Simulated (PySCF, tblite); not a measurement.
# methylhydrazine (CH₆N₂): geometry, infrared bands, NMR shifts and spin-spin couplings

Wanted: the infrared bands, NMR shifts and spin-spin couplings of methylhydrazine (CH₆N₂) (`CNN`), by calculation.

Programs: tblite 0.8.0 and PySCF 2.14.0, with density-fitted response routines of our own. Each step states its level of theory. These are calculated values for one molecule in the gas phase, unless marked as measured. Atoms are numbered from 0 throughout.

## Step 1: The molecule as given

9 atoms, charge 0, multiplicity 1; geometry from: force field or distance geometry start.

Bonds of the start (Å): C0–N1 1.45, N1–N2 1.45, C0–H3 1.10, C0–H4 1.10, C0–H5 1.10, N1–H6 1.03, N2–H7 1.03, N2–H8 1.02.

## Step 2: Optimising the geometry with GFN2-xTB

What the job is given:

```
{"job": {"kind": "relax", "xc": "GFN2-xTB", "basis": "xTB"}, "charge": 0, "multiplicity": 1}
C     -1.042800     0.202400    -0.137200
N      0.131000    -0.640300    -0.104600
N      1.318400     0.185500    -0.093600
H     -1.947800    -0.415700    -0.173200
H     -1.118300     0.845200     0.756500
H     -1.065800     0.831500    -1.037200
H      0.085100    -1.258500     0.717700
H      1.506400     0.607900     0.822900
H      2.147400    -0.352000    -0.349300
```

Started as:

```console
OMP_NUM_THREADS=1 python probes_run.py task.json out
```

This one command runs all jobs of the session in turn.

**Question.** This job is followed by: GFN2-xTB harmonic vibrations, gas phase; GIAO PBE0/pcSseg-1 NMR shielding, non-relativistic, gas phase; B3LYP/pcJ-1 indirect spin-spin coupling, non-relativistic, gas phase. Predict these results of the whole session: strongest single infrared mode (GFN2-xTB); zero-point energy (GFN2-xTB); ¹³C shifts against TMS (PBE0/pcSseg-1); ¹H shifts against TMS (PBE0/pcSseg-1, means over atoms taken as alike); ¹⁵N shifts against NH3 (PBE0/pcSseg-1); largest coupling of the table (B3LYP/pcJ-1).

As calculated:

| quantity | value |
| --- | --- |
| strongest single infrared mode (GFN2-xTB) | 2869 cm⁻¹, 96 km/mol |
| zero-point energy (GFN2-xTB) | 49.2 kcal/mol |
| ¹³C shifts against TMS (PBE0/pcSseg-1) | 43.3 ppm |
| ¹H shifts against TMS (PBE0/pcSseg-1, means over atoms taken as alike) | 2.91, 2.65, 2.09 ppm |
| ¹⁵N shifts against NH3 (PBE0/pcSseg-1) | 90.4, 80.3 ppm |
| largest coupling of the table (B3LYP/pcJ-1) | ¹J(C,H) C0–H3, 138.5 Hz |

**Reading.** The optimisation took 14 steps and gained 0.045 eV; among the close pairs (by a distance rule), N1–N2 changed most, from 1.446 to 1.421 Å. No mode is imaginary among the 21: a minimum at this level. The strongest single mode, at 2869 cm⁻¹, moves mainly H4. GFN2-xTB is a fitted tight-binding method: band positions and strengths are rough. Its intensities can rank the bands wrongly. At PBE0/pcSseg-1: The widest tensor belongs to N2: span 116 ppm, with a paramagnetic part of -134 ppm. In the run at B3LYP/pcJ-1, the largest coupling of the table is C0–H3 (mean over like pairs), 138.5 Hz, of which the Fermi-contact term gives 137.0 Hz.
